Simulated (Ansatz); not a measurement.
# AlO+ (triplet): the correlation ladder, def2-QZVPP

The task here is to estimate one member of a computed series from the others.

Method: def2-QZVPP, core rule «outside noble gas», up to 6 orbitals frozen; program: Ansatz 0.2.0, Gaussian basis.

The runs, in order: UHF; ROHF; CCSD(T) on UHF.

2 further runs of the same task are left out: 2 set aside as unsound or not needed.

## What is computed

The geometry is a PBE0/def2-TZVP stationary point (not a proven minimum).

2 atoms, charge 1, spin multiplicity 3.

Atoms are counted from 1 here; the program's logs count them from 0.

Bond lengths: Al1–O2 1.733 Å.

Set-up of the first run:

in.yaml

```yaml
crystal:
  periodic: [false, false, false]
  atoms:
    - {symbol: Al, position_ang: [0.000000, 0.000000, 0.000000]}
    - {symbol: O, position_ang: [0.000000, 0.000000, 1.732900]}
basis:
  gaussian: {orbitals: "def2-QZVPP.json"}
total_charge: 1
magnetization: {spin_polarized: true, initial_magnetization: 2}
hamiltonian: {xc: hf}
output: {orbitals: {seedname: orbitals}}
```

The run is started by

```bash
> ansatz run in.yaml --threads 1 --pin off --events-out ev --progress --plain --max-ram 2393MiB
```

Among the steps run: UHF; ROHF; CCSD(T) on UHF.

One table of the session follows, with a row left open; its other results are not shown here.

```
  method  from UCCSD(T) (meV)
    ROHF              +7014.7
     UHF              +6838.1
    UMP2                    ?
   UCCSD               +256.9
UCCSD(T)                    0
```

Q: Estimate the row for UMP2 from the others.

As computed: from UCCSD(T) (meV): +571.4. In the column «from UCCSD(T) (meV)» it lies between UCCSD (+256.9) and UHF (+6838.1).
